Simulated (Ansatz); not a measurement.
Ta$_{6}$O (C2/m)

All numbers below come from DFT PBEsol, scalar-relativistic, plane waves, PAW (Ansatz 0.2.0).

Cutoff 420 eV; k points 8×4×8 on the computed 14-atom cell (Γ-centred); Gaussian smearing, width 0.10 eV; no spin polarisation.

The structure is relaxed at this level of theory with its symmetry kept. Whether it is the stable form of this composition wasn't checked.

```
Ta O
1.0
     4.84134    0.00000   -0.00630
     0.00000    9.58887    0.00000
    -0.49823    0.00000    4.82209
Ta O
12 2
Direct
  0.28214 0.00000 0.71300
  0.71786 0.00000 0.28700
  0.24498 0.66739 0.73971
  0.75502 0.66739 0.26029
  0.24498 0.33261 0.73971
  0.75502 0.33261 0.26029
  0.75502 0.83261 0.76029
  0.24498 0.83261 0.23971
  0.24498 0.16739 0.23971
  0.75502 0.16739 0.76029
  0.71786 0.50000 0.78700
  0.28214 0.50000 0.21300
  0.00000 0.00000 0.00000
  0.00000 0.50000 0.50000
```

(1) Formation energy from the elements' standard states (uncorrected)?

(2) Density of states at the Fermi level?

(3) Löwdin character within 0.5 eV of the Fermi level?

(4) Bulk modulus?

(5) Its pressure derivative?

Spin-orbit coupling is left out, which matters for the bands of heavy elements.

Results:

(1) -0.589 eV/atom.

(2) 8.18 states/eV per cell.

(3) Ta 5d 89 %, unprojected 4 %.

(4) 232 GPa.

(5) 4.0.

Cost: 9 runs of about 2.2 core-hours in all, on Intel Xeon Platinum 8259CL (Skylake/Cascade Lake) (shared hosts).